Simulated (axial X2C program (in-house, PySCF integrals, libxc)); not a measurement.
Spin–orbit effects along a row: molecules with H, PBE0

Computed with an in-house all-electron X2C program for linear molecules (integrals from PySCF), spin-free (one-electron X2C) or two-component (2c: spin–orbit coupling with atomic mean-field Coulomb and Gaunt terms, which also bring small scalar terms), in Dyall basis sets with cores contracted in-house; open shells are unrestricted.

Basis sets: B dyall-v3z, C dyall-v3z, F dyall-av3z, H dyall-v3z, Li dyall-cv3z, N dyall-av3z, O dyall-av3z.

| molecule | spin-free state | Re (Å) | ωe (cm⁻¹) | De (eV) | 2c state | Re 2c (Å) | ωe 2c (cm⁻¹) | De 2c (eV) |
| --- | --- | --- | --- | --- | --- | --- | --- | --- |
| LiH | M_S = 0, Λ = 0 | 1.597 | 1409.1 | 2.29 | Ω = 0 | 1.597 | 1409.0 | 2.29 |
| BH | M_S = 0, Λ = 0 | 1.241 | 2325.8 | 3.49 | Ω = 0 | 1.241 | 2325.7 | 3.49 |
| CH | M_S = 1/2, Λ = 1 | 1.125 | 2846.8 | 3.49 | Ω = 1/2 | 1.125 | 2846.6 | 3.49 |
| NH | M_S = 1, Λ = 0 | 1.038 | 3312.9 | 3.69 | Ω = 1 | 1.038 | 3312.8 | 3.69 |
| OH | M_S = 1/2, Λ = 1 | 0.971 | 3761.9 | 4.40 | Ω = 3/2 | 0.971 | 3761.8 | 4.41 |
| HF | M_S = 0, Λ = 0 | 0.919 | 4144.0 | 5.92 | Ω = 0 | 0.919 | 4144.1 | 5.92 |

Each entry is the lowest single determinant of a limited PBE0 search at one distance. De goes to single-determinant-based atoms at the same level (for ions the charge split of lowest energy) and is withheld (n/a) where an atom does not fit its ground term or J level. Main or longest-lived isotopes. One determinant is a doubtful description, or other states lie close, for CH, NH; these need not be ground states, and all values refer to the states named. Some open-shell Ω = 0 determinants are out of reach, so the Ω given for NH need not be the lowest component. With several unpaired electrons the Ω given is that of one determinant, not necessarily of the lowest component. Some light 2c atoms are not at their ground J level, so De misses part of their lowering (0.04 eV or less). The functionals have no current term, which raises determinants with orbital currents.
